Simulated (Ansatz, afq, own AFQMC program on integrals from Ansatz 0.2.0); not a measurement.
## CuCH3, singlet in def2-SVP, levels against CCSDT(Q)

```xyz
5

Cu   -0.3772    0.0029    0.0023
C     1.5236   -0.0118   -0.0094
H     1.8662   -1.0479   -0.0064
H     1.8836    0.5067    0.8809
H     1.8726    0.4978   -0.9091
```

Connectivity, by distances: Cu–CH3.

Basis def2-SVP. Only valence electrons are correlated. AFQMC by an in-house program on the Cholesky factors that Ansatz 0.2.0 writes for its CCSD(T) run. ph-AFQMC/CISD is guided by a CISD state made of CCSD amplitudes; releasing the constraint for a short imaginary time cuts its bias at the price of noise, slowly where states lie close. Error bars are statistical, one sigma. The metal's outer-core s and p shells are frozen, which shifts wave-function levels against functionals.

Determinant: RHF, the one that the program's search chose, which needn't be the lowest solution. The geometry is a point of a scan.

No full CI on the walks' own integrals is used here; CCSDT(Q) serves as the reference and is uncertain by about the last step of the cluster series.

Cautions: no relativity below Rb; outer-core shells of the metal frozen; higher spins were not checked.

```
T1 diagnostic                               : 0.0360
weight of the determinant in the CISD state : 0.843
size of the correlated space                : 18 electrons in 50 orbitals
```

```tsv
level	correlation energy (eV)
MP2	-12.8117
CCSD	-12.2817
CCSD(T)	-12.7985
```

(1) Estimate where phaseless AFQMC with the Hartree–Fock trial lies against CCSD(T) on the same integrals.

(1) 333.5 ± 35.2 meV below CCSD(T).

Reference: CCSDT(Q), correlation energy -12.765 eV. The released energy is read at 0.99 1/Eh, later times being too noisy (meV from the phaseless value at times in 1/Eh: 3 ± 8 at 0.24, 3 ± 9 at 0.51, -2 ± 10 at 0.99, 25 ± 15 at 1.50).

```csv
level,E − E(reference) (meV),share of correlation (%)
CCSD(T),-33.6,100.26
CCSDT,-47.3,100.37
ph-AFQMC/HF,-367.1 ± 35.2,102.88
ph-AFQMC/CISD,-19.0 ± 6.4,100.15
released AFQMC,-21.2 ± 9.6,100.17
```

A walk keeps the symmetry of its determinant, which the program's search chose and which needn't be the lowest solution, so a lower state of the same spin and another symmetry isn't excluded. Released energies are given only where the last usable release times agree within the noise; a slower fall can still hide under it.
